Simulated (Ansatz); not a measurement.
System: cubic perovskite KTaO₃. Method: revPBE (Ansatz, an electronic-structure program, PAW).

Run with plane-wave cutoff 520 eV, 8×8×8 k mesh, Fermi–Dirac smearing 0.01 eV, scalar-relativistic PAW data made under PBE.

Energies at three volumes about the minimum:

```csv
V (Å³/atom),E − E_lowest (meV/atom)
12.993,3.06
13.258,0.00
13.523,2.85
```

Q: Fit a parabola by hand: where is the minimum, what lattice constant follows, and what is the bulk modulus?

A: Slopes: (0.00 − 3.06)/(13.258 − 12.993) = -11.547 and (2.85 − 0.00)/(13.523 − 13.258) = 10.755 meV/Å³. Curvature E″ = 2 × (10.755 − (-11.547))/(13.523 − 12.993) = 84.158 meV/Å⁶. From the middle of the first interval, the slope vanishes at V0 = 13.1255 − (-11.547)/84.158 = 13.263 Å³/atom. B = V0 E″ = 13.263 × 84.158 meV/Å³ × 0.1602 GPa per meV/Å³ = 179 GPa. With 5 atoms in the cube, a = (5 × 13.263)^(1/3) = 4.048 Å. The full Birch–Murnaghan fit to all volumes gives V0 = 13.258 Å³/atom and B0 = 178 GPa.

Measured, for comparison: bulk modulus 220 GPa (temperature not stated, no zero-point or thermal correction; as tabulated in Tinte et al. (1998), arXiv:cond-mat/9809379). Computed (rounded) less measured: bulk modulus -19 %.
